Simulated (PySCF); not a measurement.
## Where does acetylene take a proton?

Parent: `C#C` (C2H2). Numbering: `[CH:1]#[CH:2]`

Level of theory: B3LYP-D3(BJ)/def2-TZVP single points in PySCF, grid level 2; every species was optimised with PBE0-D3(BJ)/def2-SVP. Thermal corrections: PBE0-D3(BJ)/def2-SVP frequencies, unscaled, ideal gas at 298.15 K and 1 bar, quasi-RRHO entropy.

```
              site  product  PA / kcal/mol  GB / kcal/mol
C1 (alkyne carbon)  [CH+]=C          155.5          149.8
```

PA is −ΔH and GB is −ΔG of B + H⁺ → BH⁺ in the gas phase.

Against the Active Thermochemical Tables (version 1.112): C1 643 (computed 650, error 8) kJ/mol.

Measured values (NIST Chemistry WebBook, evaluated or the median of agreeing entries): proton affinity (−ΔH) 641 kJ/mol (computed 650, difference 9); gas-phase basicity (−ΔG) 617 kJ/mol (computed 627, difference 10).

Note: protonation at a multiple bond is drawn as the open cation; a hydrogen-bridged form may lie lower, and the ion may have rearranged by a hydride shift.

Hardware: 1 thread of Arm Neoverse V1, shared with other jobs. Command: `OMP_NUM_THREADS=1 python redox_run.py task.json out`. Structures, frequencies and single points: 14 s.

Differences come from unrounded values, so a last digit can differ from that of the printed terms.
